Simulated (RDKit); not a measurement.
A run for RDKit: UFF on C2H4 (SMILES C=C).

```python
from rdkit import Chem
from rdkit.Chem import AllChem, rdDetermineBonds

blocks = [
'''6

C     0.00000000    0.00000000    0.66559300
C     0.00000000   -0.00000000   -0.66559300
H     0.00000000    0.92149500    1.23166800
H     0.00000000   -0.92149500    1.23166800
H     0.00000000    0.92149500   -1.23166800
H     0.00000000   -0.92149500   -1.23166800
''',
]
mol = None
for b in blocks:
    f = Chem.MolFromXYZBlock(b)
    rdDetermineBonds.DetermineBonds(f, charge=0)
    mol = f if mol is None else Chem.CombineMols(mol, f)
Chem.SanitizeMol(mol)
print(Chem.MolToSmiles(Chem.RemoveHs(mol)))
ff = AllChem.UFFGetMoleculeForceField(mol, vdwThresh=100.0, ignoreInterfragInteractions=False)
e = ff.CalcEnergy()
print(f'UFF energy {e:.6f} kcal/mol')
```

It printed:

```
C=C
UFF energy 0.439481 kcal/mol
```

The run finished.

Cost: very roughly 0.04 core-seconds.
